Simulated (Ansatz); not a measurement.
# Loss of HF: how K changes with temperature for BHF2 ⇌ BF + HF

Gas-phase species: BHF2 `FBF`, singlet; BF, singlet; HF (hydrogen fluoride), singlet. This is a balance of energies; it says nothing on the path, which may need atoms to shift.

The electronic reaction energy at CCSD(T)/CBS estimate is +356.5 kJ/mol. Shapes: PBE0-D4/def2-TZVP. Programs: Ansatz 0.2.0. Enthalpy and entropy come from rigid-rotor, harmonic-oscillator sums on unscaled PBE0-D4/def2-TZVP wavenumbers, ideal gases at 1 bar. Symmetry numbers: BHF2 2, BF 1, HF 1. R = 8.3145 J/(mol K).

| T (K) | ΔH (kJ/mol) | ΔS (J/(mol K)) |
| --- | --- | --- |
| 800 | +351.9 | +136.0 |
| 1100 | +350.5 | +134.5 |
| 1400 | ? | ? |

Task: Work out ln K at 800 and 1100 K, and from these estimate it at 1400 K.

Result: 
1. 800 K: ΔG = +351.9 − 800 × (+136.0)/1000 = +243.1 kJ/mol; ln K = −ΔG/RT = -36.55.
2. 1100 K: ΔG = +350.5 − 1100 × (+134.5)/1000 = +202.6 kJ/mol; ln K = −ΔG/RT = -22.15.
3. Slope against 1000/T: (-22.15 − (-36.55))/(0.9091 − 1.2500) = -42.24, that is −ΔH/R with ΔH near +351 kJ/mol.
4. 1400 K: ln K = -36.55 + (-42.24) × (0.7143 − 1.2500) = -13.92.

The full sums give ΔH = +348.3 kJ/mol, ΔS = +132.8 J/(mol K), ΔG = +162.4 kJ/mol and ln K = -13.95 at 1400 K, so the line is off by +0.03 in ln K; without rounding the miss is +0.04, from the change of ΔH with temperature. The reactants are favoured over this whole range. The number of molecules rises, which sets the sign of ΔS, and lower pressure favours the products. An error of 10 kJ/mol in the energy moves ln K by 0.9 at 1400 K. Other reactions of these species are left aside. The CBS estimate extrapolates MP2 from def2-TZVPP and def2-QZVPP and adds CCSD(T) − MP2 in the triple-zeta set, cores frozen.
